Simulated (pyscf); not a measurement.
Single points on ωB97X-D3(BJ)/def2-SVP structures (PySCF, gas phase). Correlated levels are frozen-core, on RHF or UHF. ΔMP2 is the change of the MP2 total energy from the triple- to the quadruple-zeta basis.

Problem. For HS–In [singlet] + HCl → Cl–In [singlet] + H₂S, a four-centre exchange (singlet surface; In–S, Cl–H broken, Cl–In, H–S formed), PBE/def2-TZVP gives ΔE‡ = -46.1 kJ/mol and ΔE = -63.7 kJ/mol (zero: the separated reactants). In which direction and how far do B3LYP-D3(BJ)/def2-TZVP, ωB97M-D3(BJ)/def2-TZVP, CCSD(T)/def2-TZVPP + ΔMP2(QZVPP) move these?

Solution. B3LYP-D3(BJ): ΔE‡ = -37.6 kJ/mol, ΔE = -68.0 kJ/mol; ωB97M-D3(BJ): ΔE‡ = -23.7 kJ/mol, ΔE = -68.6 kJ/mol; CCSD(T): ΔE‡ = -21.7 kJ/mol, ΔE = -63.5 kJ/mol. PBE's barrier lies under all of them, by 8.5 to 24.4 kJ/mol. Its reaction energy matches one of them and lies within 4.9 kJ/mol of the others. Low barriers are usual for a GGA, whose delocalisation error favours stretched bonds. On the reactant side the descent ends in a bound adduct, 37.3 kJ/mol under the separated species and 5.7 kJ/mol under the saddle at ωB97X-D3(BJ)/def2-TZVP. On the product side the descent ends in a bound adduct, 34.8 kJ/mol under the separated species and 66.8 kJ/mol under the saddle at ωB97X-D3(BJ)/def2-TZVP. At B3LYP-D3(BJ), ωB97M-D3(BJ), CCSD(T) the saddle lies under the separated reactants, which points to a path from their complex (located at ωB97X-D3(BJ) alone). At PBE this geometry lies under the reactants; that is no barrier but a single point on another level's saddle; such a level's own saddle, if it has one, lies nearer that side and is low. At ωB97X-D3(BJ) the barrier from the zero used here is -31.5 kJ/mol. One saddle was located; it need not be the lowest between these sides. The CCSD(T) − MP2 part came from Ansatz, without density fitting, on the same reference. The frozen core leaves the outer d or s,p core shells of the metals and heavy elements correlated in the MP2 and CC values, and def2-TZVPP describes them poorly, which can shift differences by a few kcal/mol. Elements past Kr carry the def2 core potentials, without spin-orbit coupling.
